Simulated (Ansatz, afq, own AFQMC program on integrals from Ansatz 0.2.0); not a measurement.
# Atomization energy of GeH$_{3}$, doublet

```xyz
4

Ge    0.0000    0.0000   -0.0187
H     1.4650    0.0169    0.4526
H    -0.7483    1.2611    0.4484
H    -0.7191   -1.2778    0.4488
```

Atoms in their ground-state spins without spin–orbit coupling (mostly on UHF) minus the molecule (UHF), without zero-point energy. The geometry is a stationary point, not shown to be a minimum.

Basis 6-31G. Noble-gas cores (and the filled d shells of Ga–Kr and In–Xe) are frozen. AFQMC by an in-house program on the Cholesky factors that Ansatz 0.2.0 writes for its CCSD(T) run. The CISD trial takes its coefficients from CCSD amplitudes. Released means that phaseless walkers are propagated on without the constraint, phases kept. Free projection: walkers drawn from exp(T), propagated without any constraint. Its projection time is finite, and what remains of the start isn't in its error. Uncertainties: one standard error, sampling alone. No spin–orbit coupling. The errors of all members are added in quadrature.

Full CI on the same integrals is exact in this basis and with this determinant's frozen core.

Errors are counted within 6-31G, not against nature.

Cautions: inner d shell frozen; no relativity below Rb; no spin-orbit coupling.

Reference (full CI): 7.414 eV.

```json
{"level": "HF", "atomization energy (eV)": "6.180", "error against FCI (eV)": "-1.233"}
{"level": "MP2", "atomization energy (eV)": "7.067", "error against FCI (eV)": "-0.347"}
{"level": "CCSD", "atomization energy (eV)": "7.385", "error against FCI (eV)": "-0.029"}
{"level": "CCSD(T)", "atomization energy (eV)": "7.405", "error against FCI (eV)": "-0.008"}
{"level": "ph-AFQMC/HF", "atomization energy (eV)": "7.497 ± 0.026", "error against FCI (eV)": "0.084 ± 0.026"}
{"level": "ph-AFQMC/CISD", "atomization energy (eV)": "7.415 ± 0.002", "error against FCI (eV)": "0.001 ± 0.002"}
{"level": "released AFQMC", "atomization energy (eV)": "7.414 ± 0.001", "error against FCI (eV)": "0.000 ± 0.001"}
{"level": "free AFQMC", "atomization energy (eV)": "7.413 ± 0.002", "error against FCI (eV)": "-0.001 ± 0.002"}
```

Correlation beyond CCSD(T) adds 0.008 eV. The perturbative (T) step is worth +0.020 eV.

Free projections are given only where their last times agree within the noise and don't stop above the reference; a slow remainder of the start can still hide under it. A walk keeps the symmetry of its determinant, which the program's search chose and which needn't be the lowest solution, so a lower state of the same spin and another symmetry isn't excluded. Released energies are given only where the last usable release times agree within the noise; a slower fall can still hide under it.
